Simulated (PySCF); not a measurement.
dimethylamine (C₂H₇N), SMILES CNC. Atoms are numbered in the order given.

```xyz
10

C      0.0201    -0.2223     1.2121
N     -0.1470     0.5620     0.0000
C      0.0201    -0.2223    -1.2121
H      0.9791    -0.7643     1.2649
H     -0.7797    -0.9641     1.2772
H     -0.0569     0.4263     2.0857
H      0.5033     1.3376     0.0000
H      0.9791    -0.7643    -1.2649
H     -0.0569     0.4263    -2.0857
H     -0.7797    -0.9641    -1.2772
```
Charge 0, spin multiplicity 1.

Coordinates come from a B3LYP-D3(BJ)/def2-TZVP optimisation.

Method: PySCF with PBE/def2-TZVPD.

Mulliken values depend strongly on the basis, most of all with diffuse functions as here. ESP charges are fitted to the potential on shells at 1.4 to 2.0 van der Waals radii. Atomic charges (e):

```json
[
 {"atom": "C1", "Mulliken": "-0.67", "ESP fit": "-0.20", "IAO": "-0.33"},
 {"atom": "N2", "Mulliken": "-0.24", "ESP fit": "-0.54", "IAO": "-0.41"},
 {"atom": "C3", "Mulliken": "-0.67", "ESP fit": "-0.20", "IAO": "-0.33"},
 {"atom": "H4", "Mulliken": "0.26", "ESP fit": "0.08", "IAO": "0.11"},
 {"atom": "H5", "Mulliken": "0.23", "ESP fit": "0.13", "IAO": "0.15"},
 {"atom": "H6", "Mulliken": "0.22", "ESP fit": "0.09", "IAO": "0.15"},
 {"atom": "H7", "Mulliken": "0.18", "ESP fit": "0.35", "IAO": "0.25"},
 {"atom": "H8", "Mulliken": "0.26", "ESP fit": "0.08", "IAO": "0.11"},
 {"atom": "H9", "Mulliken": "0.22", "ESP fit": "0.09", "IAO": "0.15"},
 {"atom": "H10", "Mulliken": "0.23", "ESP fit": "0.13", "IAO": "0.15"}
]
```
